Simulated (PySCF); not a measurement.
**AlH3 (SMILES [AlH3]): levels of theory compared**

We compute a comparison of 6 runs (HF/STO-3G, HF/def2-SVP, B3LYP/6-31G*, B2PLYP/cc-pVDZ, PBE0/def2-SVP, B3LYP/6-311+G**) of AlH3. 

The results are computed with PySCF 2.14.0.

## (1) The molecule

AlH3: 4 atoms, total charge 0, spin state singlet. As SMILES, `[AlH3]`. The coordinates come from a PBE0-D4/def2-TZVP relaxation.

Bond lengths: Al1–H2 1.586 Å, Al1–H3 1.586 Å, Al1–H4 1.586 Å. Angles: H2–Al1–H3 120.0°, H2–Al1–H4 120.0°, H3–Al1–H4 120.0°.

## (2) Energy and forces at HF/STO-3G (run 1)

The input, run.py:

```python
from pyscf import gto

molecule = gto.M(
    atom='''
Al     0.025889    -0.027968    -0.009638
H      1.196575     1.267817     2.425652
H     -2.533745    -1.572252     0.198610
H      1.416161     0.218641    -2.652987
''',
    spin=0,
    basis='sto-3g',
    max_memory=1860,
    unit='bohr',
    verbose=4,
)

mf = molecule.RHF()
mf.conv_tol = 1e-10
mf.kernel()
if not mf.converged:
    mf = mf.newton().run(mf.mo_coeff, mf.mo_occ)

energy = mf.e_tot
print('E = %.10f Eh' % energy)
grad = mf.nuc_grad_method().kernel()
dip = mf.dip_moment()
pop, q = mf.mulliken_pop()
```

Launch:

```bash
$ OMP_NUM_THREADS=1 python run.py
```

Standard output:

```text
PySCF version 2.14.0

[INPUT] num. atoms = 4
[INPUT] num. electrons = 16
[INPUT] charge = 0
[INPUT] spin (= nelec alpha-beta = 2S) = 0
[INPUT] symmetry False subgroup None
[INPUT] Mole.unit = bohr
[INPUT] Symbol           X                Y                Z      unit          X                Y                Z       unit  Magmom
[INPUT]  1 Al     0.013699868814  -0.014800028235  -0.005100209959 AA    0.025889000000  -0.027968000000  -0.009638000000 Bohr   0.0
[INPUT]  2 H      0.633200221157   0.670899864017   1.283599760023 AA    1.196575000000   1.267817000000   2.425652000000 Bohr   0.0
[INPUT]  3 H     -1.340800112282  -0.831999928223   0.105099885861 AA   -2.533745000000  -1.572252000000   0.198610000000 Bohr   0.0
[INPUT]  4 H      0.749400128194   0.115699834573  -1.403900261267 AA    1.416161000000   0.218641000000  -2.652987000000 Bohr   0.0

nuclear repulsion = 13.5921903644974
number of shells = 8
number of NR pGTOs = 36
number of NR cGTOs = 12
basis = sto-3g
ecp = {}

******** <class 'pyscf.scf.hf.RHF'> ********
method = RHF
initial guess = minao
damping factor = 0
level_shift factor = 0
DIIS = <class 'pyscf.scf.diis.CDIIS'>
diis_start_cycle = 1
diis_space = 8
diis_damp = 0
SCF conv_tol = 1e-10
SCF conv_tol_grad = None
SCF max_cycles = 50
direct_scf = True
direct_scf_tol = 1e-13
Set gradient conv threshold to 1e-05
Initial guess from minao.
init E= -240.105445833686
  HOMO = -0.311483338731762  LUMO = 0.213118823345587  gap/eV = 14.27515
cycle= 1 E= -240.700813571256  delta_E= -0.595  |g|= 0.143  |ddm|= 1.75
  HOMO = -0.335999159116538  LUMO = 0.307797093656882  gap/eV = 17.51859
cycle= 2 E= -240.712279965556  delta_E= -0.0115  |g|= 0.0325  |ddm|= 0.278
  HOMO = -0.335255682850969  LUMO = 0.326865443791479  gap/eV = 18.01723
cycle= 3 E= -240.71294090597  delta_E= -0.000661  |g|= 0.00524  |ddm|= 0.0723
  HOMO = -0.336054039196694  LUMO = 0.324864719936298  gap/eV = 17.98452
cycle= 4 E= -240.712957871071  delta_E= -1.7e-05  |g|= 0.000315  |ddm|= 0.013
  HOMO = -0.336092231057268  LUMO = 0.32459809342407  gap/eV = 17.97830
cycle= 5 E= -240.712957910696  delta_E= -3.96e-08  |g|= 1.03e-05  |ddm|= 0.000585
  HOMO = -0.336095148409704  LUMO = 0.324595887051318  gap/eV = 17.97832
cycle= 6 E= -240.712957910719  delta_E= -2.22e-11  |g|= 7.57e-07  |ddm|= 9.18e-06
  HOMO = -0.336094834585456  LUMO = 0.324595980078472  gap/eV = 17.97831
Extra cycle  E= -240.712957910719  delta_E= -3.98e-13  |g|= 1.29e-07  |ddm|= 6.05e-07
converged SCF energy = -240.712957910719
E = -240.7129579107 Eh

******** <class 'pyscf.grad.rhf.Gradients'> for <class 'pyscf.scf.hf.RHF'> ********
unit = Eh/Bohr
--------------- RHF gradients ---------------
         x                y                z
0 Al    -0.0000669936     0.0000697668     0.0000098761
1 H     0.0183274740     0.0202592600     0.0381051540
2 H    -0.0400311730    -0.0241733498     0.0032583427
3 H     0.0217706926     0.0038443229    -0.0413733728
----------------------------------------------
Dipole moment(X, Y, Z, Debye): -0.00132,  0.00191, -0.00019
 ** Mulliken pop  **
pop of  0 Al 1s           1.99948
pop of  0 Al 2s           1.98317
pop of  0 Al 3s           1.02658
pop of  0 Al 2px          1.93837
pop of  0 Al 2py          1.92987
pop of  0 Al 2pz          1.94297
pop of  0 Al 3px          0.48154
pop of  0 Al 3py          0.24587
pop of  0 Al 3pz          0.60926
pop of  1 H 1s            1.28096
pop of  2 H 1s            1.28096
pop of  3 H 1s            1.28097
 ** Mulliken atomic charges  **
charge of    0Al =      0.84288
charge of    1H =     -0.28096
charge of    2H =     -0.28096
charge of    3H =     -0.28097
```

Run time: 3.3 s. Hardware: 1 thread of Intel Xeon at 2.50GHz (Skylake/Cascade Lake), shared host; peak memory 0.12 GiB.

## (3) Energy and forces at HF/def2-SVP (run 2)

The input, start.xyz:

```xyz
4
AlH3
Al     0.013700    -0.014800    -0.005100
H      0.633200     0.670900     1.283600
H     -1.340800    -0.832000     0.105100
H      0.749400     0.115700    -1.403900
```

The input, input.py:

```python
from pyscf import gto, scf

molecule = gto.M(
    atom='start.xyz',
    max_memory=1860,
    verbose=4,
    charge=0,
    basis='def2-svp',
)

hf = scf.RHF(molecule)
hf.conv_tol = 1e-10
hf.kernel()
if not hf.converged:
    hf = hf.newton().run(hf.mo_coeff, hf.mo_occ)

etot = hf.e_tot
print('E(%s) = %.9f' % ('HF', etot))
grad = hf.nuc_grad_method().kernel()
hf.analyze()
```

Launch:

```bash
$ OMP_NUM_THREADS=1 python input.py
```

Standard output:

```text
PySCF version 2.14.0

[INPUT] num. atoms = 4
[INPUT] num. electrons = 16
[INPUT] charge = 0
[INPUT] spin (= nelec alpha-beta = 2S) = 0
[INPUT] symmetry False subgroup None
[INPUT] Mole.unit = angstrom
[INPUT] Symbol           X                Y                Z      unit          X                Y                Z       unit  Magmom
[INPUT]  1 Al     0.013700000000  -0.014800000000  -0.005100000000 AA    0.025889247907  -0.027967946644  -0.009637603235 Bohr   0.0
[INPUT]  2 H      0.633200000000   0.670900000000   1.283600000000 AA    1.196574582075   1.267817256971   2.425652453492 Bohr   0.0
[INPUT]  3 H     -1.340800000000  -0.832000000000   0.105100000000 AA   -2.533744787817  -1.572252135638   0.198610215692 Bohr   0.0
[INPUT]  4 H      0.749400000000   0.115700000000  -1.403900000000 AA    1.416160757749   0.218641312612  -2.652986506277 Bohr   0.0

nuclear repulsion = 13.5921908213783
number of shells = 17
number of NR pGTOs = 57
number of NR cGTOs = 33
basis = def2-svp
ecp = {}

[... 48 lines left out ...]
One-electron Energy =                 -365.503015610234002
[... 5 lines left out ...]
MO #1   energy= -58.453130683719   occ= 2
[... 3 lines left out ...]
MO #5   energy= -3.20592928126342  occ= 2
[... 3 lines left out ...]
MO #9   energy= 0.0368132321029728 occ= 0
[... 3 lines left out ...]
MO #13  energy= 0.220031461708901  occ= 0
[... 3 lines left out ...]
MO #17  energy= 0.591850913246923  occ= 0
[... 3 lines left out ...]
MO #21  energy= 0.664791206473437  occ= 0
[... 3 lines left out ...]
MO #25  energy= 1.66137497446872   occ= 0
[... 3 lines left out ...]
MO #29  energy= 1.93128422066494   occ= 0
[... 3 lines left out ...]
MO #33  energy= 2.45827775782407   occ= 0
[... 1 line left out ...]
 ** Mulliken pop  **
pop of  0 Al 1s           1.99999
pop of  0 Al 2s           1.99972
pop of  0 Al 3s           0.96148
pop of  0 Al 4s           0.00376
pop of  0 Al 2px          1.99999
pop of  0 Al 2py          1.99998
pop of  0 Al 2pz          1.99999
pop of  0 Al 3px          0.52222
pop of  0 Al 3py          0.21857
pop of  0 Al 3pz          0.68679
pop of  0 Al 4px          0.00817
pop of  0 Al 4py          0.00343
pop of  0 Al 4pz          0.01074
pop of  0 Al 3dxy         0.00354
pop of  0 Al 3dyz         0.00293
pop of  0 Al 3dz^2        0.00693
pop of  0 Al 3dxz         0.00658
pop of  0 Al 3dx2-y2      0.00112
pop of  1 H 1s            1.18396
pop of  1 H 2s            0.00041
pop of  1 H 2px           0.00060
pop of  1 H 2py           0.00067
pop of  1 H 2pz           0.00237
pop of  2 H 1s            1.18396
pop of  2 H 2s            0.00041
pop of  2 H 2px           0.00259
pop of  2 H 2py           0.00095
pop of  2 H 2pz           0.00011
pop of  3 H 1s            1.18396
pop of  3 H 2s            0.00041
pop of  3 H 2px           0.00081
pop of  3 H 2py           0.00005
pop of  3 H 2pz           0.00278
 ** Mulliken atomic charges  **
charge of    0Al =      0.56406
charge of    1H =     -0.18802
charge of    2H =     -0.18802
charge of    3H =     -0.18802
Dipole moment(X, Y, Z, Debye): -0.00137,  0.00194, -0.00017
```

Wall time 5.7 s (1 thread of Intel Xeon at 2.50GHz (Skylake/Cascade Lake), shared host); peak memory 0.12 GiB.

## (4) Energy and forces at B3LYP/6-31G(d) (Cartesian functions) (run 3)

The input, calc.py:

```python
import pyscf.grad
from pyscf import gto, dft

mol = gto.M(
    atom=[
    ('Al', (0.013700, -0.014800, -0.005100)),
    ('H', (0.633200, 0.670900, 1.283600)),
    ('H', (-1.340800, -0.832000, 0.105100)),
    ('H', (0.749400, 0.115700, -1.403900)),
],
    verbose=4,
    max_memory=1860,
    cart=True,
    basis='6-31g*',
)

myscf = dft.RKS(mol, xc='b3lyp')
myscf.grids.level = 5
myscf.conv_tol = 1e-10
myscf.kernel()
if not myscf.converged:
    myscf = myscf.newton().run(myscf.mo_coeff, myscf.mo_occ)

energy = myscf.e_tot
print(f'total energy: {energy:.8f} hartree')
grad = myscf.Gradients().kernel()
myscf.analyze()
```

Launch:

```bash
$ OMP_NUM_THREADS=1 python calc.py
```

Standard output:

```text
PySCF version 2.14.0

[INPUT] num. atoms = 4
[INPUT] num. electrons = 16
[INPUT] charge = 0
[INPUT] spin (= nelec alpha-beta = 2S) = 0
[INPUT] symmetry False subgroup None
[INPUT] Mole.unit = angstrom
[INPUT] Cartesian GTO integrals (6d 10f)
[INPUT] Symbol           X                Y                Z      unit          X                Y                Z       unit  Magmom
[INPUT]  1 Al     0.013700000000  -0.014800000000  -0.005100000000 AA    0.025889247907  -0.027967946644  -0.009637603235 Bohr   0.0
[INPUT]  2 H      0.633200000000   0.670900000000   1.283600000000 AA    1.196574582075   1.267817256971   2.425652453492 Bohr   0.0
[INPUT]  3 H     -1.340800000000  -0.832000000000   0.105100000000 AA   -2.533744787817  -1.572252135638   0.198610215692 Bohr   0.0
[INPUT]  4 H      0.749400000000   0.115700000000  -1.403900000000 AA    1.416160757749   0.218641312612  -2.652986506277 Bohr   0.0

nuclear repulsion = 13.5921908213783
number of shells = 14
number of NR pGTOs = 64
number of NR cGTOs = 25
basis = 6-31g*
ecp = {}

[... 46 lines left out ...]
total energy: -244.20465044 hartree
[... 14 lines left out ...]
One-electron Energy =                 -365.599220151609302
[... 2 lines left out ...]
DFT Exchange-Correlation Energy =      -19.749477673140436
[... 4 lines left out ...]
MO #3   energy= -2.70042500318599  occ= 2
[... 2 lines left out ...]
MO #6   energy= -0.423261450229548 occ= 2
[... 2 lines left out ...]
MO #9   energy= -0.070994515503739 occ= 0
[... 2 lines left out ...]
MO #12  energy= 0.0672783291373681 occ= 0
[... 2 lines left out ...]
MO #15  energy= 0.200163384787621  occ= 0
[... 2 lines left out ...]
MO #18  energy= 0.459223847414805  occ= 0
MO #19  energy= 0.574210434952057  occ= 0
MO #20  energy= 0.586536753106673  occ= 0
MO #21  energy= 0.586539333761579  occ= 0
MO #22  energy= 0.956580982163257  occ= 0
MO #23  energy= 1.06601624181139   occ= 0
MO #24  energy= 1.06603937524602   occ= 0
MO #25  energy= 2.05696024257529   occ= 0
 ** Mulliken pop on meta-lowdin orthogonal AOs  **
 ** Mulliken pop  **
pop of  0 Al 1s           1.99999
pop of  0 Al 2s           1.99962
pop of  0 Al 3s           1.06097
pop of  0 Al 4s           0.00478
pop of  0 Al 2px          1.99987
pop of  0 Al 2py          1.99984
pop of  0 Al 2pz          1.99989
pop of  0 Al 3px          0.54634
pop of  0 Al 3py          0.22872
pop of  0 Al 3pz          0.71848
pop of  0 Al 4px          0.00830
pop of  0 Al 4py          0.00352
pop of  0 Al 4pz          0.01085
pop of  0 Al 3dxx         0.00260
pop of  0 Al 3dxy         0.00348
pop of  0 Al 3dxz         0.00664
pop of  0 Al 3dyy         0.00143
pop of  0 Al 3dyz         0.00294
pop of  0 Al 3dzz         0.00448
pop of  1  H 1s           1.13184
pop of  1  H 2s           0.00057
pop of  2  H 1s           1.13184
pop of  2  H 2s           0.00058
pop of  3  H 1s           1.13184
pop of  3  H 2s           0.00057
 ** Mulliken atomic charges  **
charge of    0Al =      0.39724
charge of    1H =     -0.13241
charge of    2H =     -0.13242
charge of    3H =     -0.13241
Dipole moment(X, Y, Z, Debye): -0.00109,  0.00152, -0.00011
```

Wall time 10 s (1 thread of Intel Xeon at 2.50GHz (Skylake/Cascade Lake), shared host); peak memory 0.32 GiB.

Runs 4 to 5 aren't shown in full; the table further down has their settings and results.

## (5) Energy and forces at B3LYP/6-311+G(d,p) (run 6)

The input, mol.xyz:

```xyz
4

Al     0.013700    -0.014800    -0.005100
H      0.633200     0.670900     1.283600
H     -1.340800    -0.832000     0.105100
H      0.749400     0.115700    -1.403900
```

The input, calc.py:

```python
import pyscf.grad
from pyscf import gto, dft

system = gto.M(
    atom='mol.xyz',
    verbose=3,
    charge=0,
    basis='6-311+g**',
    max_memory=1860,
)

mf = dft.RKS(system)
mf.xc = 'b3lyp'
mf.grids.level = 5
mf.conv_tol = 1e-10
mf.kernel()
if not mf.converged:
    mf = mf.newton().run(mf.mo_coeff, mf.mo_occ)

energy = mf.e_tot
print('E(%s) = %.9f' % ('B3LYP', energy))
grad = mf.Gradients().kernel()
mf.analyze()
```

Launch:

```bash
$ OMP_NUM_THREADS=1 python calc.py
```

Standard output:

```text
converged SCF energy = -244.229096468082
E(B3LYP) = -244.229096468
--------------- RKS gradients ---------------
         x                y                z
0 Al    -0.0000348823     0.0000291550     0.0000102526
1 H     0.0002405108     0.0002469213     0.0004861137
2 H    -0.0004960196    -0.0003149478     0.0000416161
3 H     0.0002904385     0.0000388830    -0.0005379899
----------------------------------------------
**** MO energy ****
MO #1   energy= -56.0194287936483  occ= 2
MO #2   energy= -4.1305438862524   occ= 2
MO #3   energy= -2.68929150034661  occ= 2
MO #4   energy= -2.68020612779405  occ= 2
MO #5   energy= -2.68020592960678  occ= 2
MO #6   energy= -0.424348289747711 occ= 2
MO #7   energy= -0.308561987861391 occ= 2
MO #8   energy= -0.308551193557862 occ= 2
MO #9   energy= -0.0739482143201584 occ= 0
MO #10  energy= 0.0158720157747924 occ= 0
MO #11  energy= 0.0296801129219702 occ= 0
MO #12  energy= 0.0296813679001519 occ= 0
MO #13  energy= 0.038176570010086  occ= 0
MO #14  energy= 0.0496413772125197 occ= 0
MO #15  energy= 0.0656805770202438 occ= 0
MO #16  energy= 0.0656901083629354 occ= 0
MO #17  energy= 0.197314578695242  occ= 0
MO #18  energy= 0.197316480206572  occ= 0
MO #19  energy= 0.217165480383201  occ= 0
MO #20  energy= 0.289767975753202  occ= 0
MO #21  energy= 0.369760955299285  occ= 0
MO #22  energy= 0.390071876887119  occ= 0
MO #23  energy= 0.390085567676189  occ= 0
MO #24  energy= 0.443863415794763  occ= 0
MO #25  energy= 0.443867850350295  occ= 0
MO #26  energy= 0.617239382249736  occ= 0
MO #27  energy= 0.696071167915211  occ= 0
MO #28  energy= 0.696086765606323  occ= 0
MO #29  energy= 0.765022723708531  occ= 0
MO #30  energy= 0.765031914137378  occ= 0
MO #31  energy= 0.767312535065804  occ= 0
MO #32  energy= 1.29429956888401   occ= 0
MO #33  energy= 1.41696943986737   occ= 0
MO #34  energy= 1.4702282939694    occ= 0
MO #35  energy= 1.47025390852458   occ= 0
MO #36  energy= 1.5529179445909    occ= 0
MO #37  energy= 1.55293112141191   occ= 0
MO #38  energy= 1.79931469637835   occ= 0
MO #39  energy= 2.03209697054848   occ= 0
MO #40  energy= 2.03213295361207   occ= 0
MO #41  energy= 2.5222740791594    occ= 0
MO #42  energy= 2.60000112463507   occ= 0
MO #43  energy= 2.60002342781966   occ= 0
MO #44  energy= 4.24694260759205   occ= 0
MO #45  energy= 7.95626599512326   occ= 0
MO #46  energy= 8.19137246571778   occ= 0
MO #47  energy= 8.19141180503595   occ= 0
MO #48  energy= 120.198983506354   occ= 0
 ** Mulliken atomic charges  **
charge of    0Al =      0.43197
charge of    1H =     -0.14399
charge of    2H =     -0.14400
charge of    3H =     -0.14399
Dipole moment(X, Y, Z, Debye): -0.00117,  0.00164, -0.00013
```

Run time: 15 s. Hardware: 1 thread of Intel Xeon at 2.50GHz (Skylake/Cascade Lake), shared host; peak memory 0.49 GiB.

## (6) Overview of the runs

```tsv
run	level	Cartesian functions	integration grid	energy (Eh)	dipole moment (D)	HOMO energy (eV)	LUMO energy (eV)	wall time
1	HF/STO-3G	no	–	-240.712958	0.00	-9.15	8.83	3.3 s
2	HF/def2-SVP	no	–	-243.555867	0.00	-11.75	1.00	5.7 s
3	B3LYP/6-31G* (Cartesian functions)	yes	5	-244.204650	0.00	-8.36	-1.93	10 s
4	B2PLYP/cc-pVDZ	no	5	-244.062524	0.00	-9.71	-0.74	11 s
5	PBE0/def2-SVP	no	5	-243.992059	0.00	-8.56	-1.74	14 s
6	B3LYP/6-311+G**	no	5	-244.229096	0.00	-8.40	-2.01	15 s
```

## (7) What came out

| quantity | value |
| --- | --- |
| run 6: total energy | -244.22910 Eh |
| run 6: dipole moment | 0.00 D |
| run 6: HOMO energy | -8.40 eV |
| run 6: LUMO energy | -2.01 eV |
| run 6: HOMO–LUMO gap | 6.38 eV |
| run 6: largest force on an atom | 0.032 eV/Å |

What this shows: The HOMO–LUMO gap runs from 6.38 eV (B3LYP/6-311+G**) to 17.98 eV (HF/STO-3G). The two ends differ in method and basis. Totals of different functionals can't be ranked against each other. In run 1 the basis is minimal, so the values are rough. All runs together took 59 s, the longest 15 s.
